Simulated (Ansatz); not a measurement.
## Scan of BH⁻, quartet

Starting geometry (PBE0/def2-TZVPD stationary point for this spin):

```xyz
2

B     0.0000    0.0000    0.0000
H     0.0000    0.0000    1.2058
```

From there H2 moves along the line of the two atoms named below, all else staying in place; atoms are numbered as listed. Energies are in kJ/mol, counted from the starting geometry at the same level.

Basis aug-cc-pVDZ; Ansatz 0.2.0. Correlated methods freeze the noble-gas cores.

For open shells CISD is restricted-active-space CI with the open shells as a complete middle space.

Full CI is exact within this basis and frozen core; it isn't the basis-set limit.

```tsv
distance B1-H2 (Å)	CISD
0.977	96.0
1.069	30.8
1.206	0.0
1.352	13.9
1.485	45.6
1.651	92.7
1.910	159.8
2.262	208.4
2.601	226.6
3.204	236.5
4.202	240.7
```

Estimate the full CI curve in aug-cc-pVDZ from this one, knowing how CISD errs.

The computed full CI values, in kJ/mol from the starting point, and the error of CISD against them:
| distance B1-H2 (Å) | full CI | CISD less full CI |
| --- | --- | --- |
| 0.977 | 97.2 | -1.2 |
| 1.069 | 31.5 | -0.7 |
| 1.206 | 0.0 | 0.0 |
| 1.352 | 13.0 | 0.9 |
| 1.485 | 43.6 | 1.9 |
| 1.651 | 89.2 | 3.5 |
| 1.910 | 153.0 | 6.7 |
| 2.262 | 204.6 | 3.9 |
| 2.601 | 224.1 | 2.5 |
| 3.204 | 234.7 | 1.8 |
| 4.202 | 239.2 | 1.5 |

The error spans 7.9 kJ/mol and is largest, 6.7 kJ/mol, at 1.910 Å.
